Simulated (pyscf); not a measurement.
Thermochemistry of product channels of `[OH][PH][OH]` + `[SiH4]` on the singlet surface, in eV, from ωB97M-D3(BJ)/def2-TZVP energies (ideal gas, 1 atm, RRHO with modes under 100 cm⁻¹ raised to 100, one conformer, R ln 2 for rigid chiral ones). PySCF, gas phase, ωB97X-D3(BJ)/def2-SVP geometries.

```csv
products,ΔE,ΔH(298 K),ΔG(900 K),ΔG(1200 K)
`[OH][SiH3]` + `[OH][PH2]`,-0.45,-0.45,-0.69,-0.77
`[OH][PH][O][SiH3]` + `[H][H]`,…,-0.89,-0.75,…
```

Task: Fill in the missing entries.

Result: 
- `[OH][PH][O][SiH3]` + `[H][H]`, ΔE: -0.78
- `[OH][PH][O][SiH3]` + `[H][H]`, ΔG(1200 K): -0.74

These are energies of the channels, which say nothing of barriers. HO–PH–O–SiH₃ lies 0.70 eV over its isomer HO–SiH₂–O–PH₂, and others may lie lower still (electronic energy, ωB97M-D3(BJ)).
